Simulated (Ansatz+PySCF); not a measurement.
singlet H₂O: levels of theory in one basis

```xyz
3

O     0.0000    0.0000   -0.2393
H     0.0000    1.5084    0.9573
H     0.0000   -1.5084    0.9573
```

Basis set: cc-pVDZ (spherical functions). Frozen core: 1 orbital. Charge 0, multiplicity 1.

Computed with Ansatz (development build ahead of 0.2.0); each method stands on the lowest determinant of its kind that the runs found. NEVPT2 correlates all electrons. Active spaces start from the frontier orbitals, and the lowest solution found is given.

```tsv
method	E − E(RHF) (eV)	<S²> of the determinant
RHF	0.00	0.00
UHF	-5.29	1.79
RHF-MP2	-8.34	–
RHF-CCSD	-9.09	–
RHF-CCSD(T)	-9.71	–
RHF-CCSDT(Q)	-9.70	–
CASSCF(2,2)	-2.92	–
SC-NEVPT2(8,6)	-9.06	–
SC-NEVPT2(2,2)	-8.49	–
```

Task: What does CASSCF(8,6) give on the same scale?

Result: -6.06 eV.

Task: Is a single determinant a sound starting point here?

Result: It is doubtful. Unrestricted orbitals lower Hartree–Fock by 5.29 eV and <S²> is 1.79 where a pure state has 0.00, a sign of strong static correlation. The CASSCF(8,6) natural occupations are 2.00, 2.00, 1.60, 1.56, 0.44, 0.40. The CASSCF(2,2) natural occupations are 1.58, 0.42.

Caution for RHF, RHF-MP2, RHF-CCSD, RHF-CCSD(T), RHF-CCSDT(Q): an unrestricted determinant lies well below. Caution for UHF: the unrestricted determinant is a mixture of spin states. Caution for RHF-MP2, RHF-CCSD, RHF-CCSD(T), RHF-CCSDT(Q): large amplitudes, a single reference is doubtful. Caution for RHF-CCSD(T), RHF-CCSDT(Q): the amplitudes may be one of several solutions. Caution for CASSCF(2,2): other starts end on other solutions of this active space.
